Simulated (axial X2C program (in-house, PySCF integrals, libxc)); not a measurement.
**Low determinants of LiC⁺ at the PBE0 level, with spin–orbit coupling**

All values were computed with an in-house all-electron X2C program for linear molecules (integrals from PySCF). Two-component (2c) means X2C with spin–orbit coupling and atomic mean-field two-electron Coulomb and Gaunt terms. Basis: C dyall-v4z [8s7p3d2f1g], Li dyall-v4z [10s10p5d3f] (cores contracted in-house); Gaussian nuclei, density fitting, unrestricted open shells. Masses: C 12.000 u, Li 7.016 u.

Search at 2.301 Å (vertical energies from the lowest determinant):

```tsv
ΔE (eV)	state	electrons beyond evenly filled partner blocks	electrons in ±ω = 1/2, 3/2, 5/2, 7/2
0.00	Ω = 2	ω = 1/2, ω = 3/2	7 1 0 0
0.44	Ω = 1	2 × ω = 1/2	8 0 0 0
0.45	Ω = 1	ω = -1/2, ω = 3/2	7 1 0 0
1.18	Ω = 0	none	8 0 0 0
2.02	Ω = 0	none	6 2 0 0
```

Lowest determinant, Ω = 2 (⟨Sz⟩ = 1.00, ⟨Lz⟩ = 1.00 at PBE0): Re = 2.288 Å, ωe = 329.9 cm⁻¹.

The determinant in row 2 of the search, Ω = 1 (⟨Sz⟩ = 0.00, ⟨Lz⟩ = 1.00 at PBE0), was followed along the bond at PBE0; measured from the minimum of the lowest determinant it gives:

Te = 0.443 eV (3570 cm⁻¹), Re = 2.327 Å, ωe = 312.3 cm⁻¹.

**Question.** Compare the bond of the determinant in row 2 with that of the lowest one.

**Answer.** At PBE0 its Re is 0.039 Å longer and its force constant, which goes as ωe², is 0.90 times that of the lowest determinant. This determinant mixes spin states, so it has no term energy of its own.

The search compares states at one distance, so a state with another bond length can lie lower; it is not exhaustive and yields mostly the lowest determinant of each block pattern, so other components and higher states of one pattern are missing. A followed state lies above the atoms to which the lowest one dissociates. These are energies of single determinants, not of spin-adapted states; PBE0 term energies can be off by some tenths of an eV, and the functional has no current term. Open-shell Ω = 0 determinants with evenly filled partner blocks cannot be reached by this program, so the Ω shown need not be the lowest component. The lowest determinant need not be the ground state where others lie within half an eV.
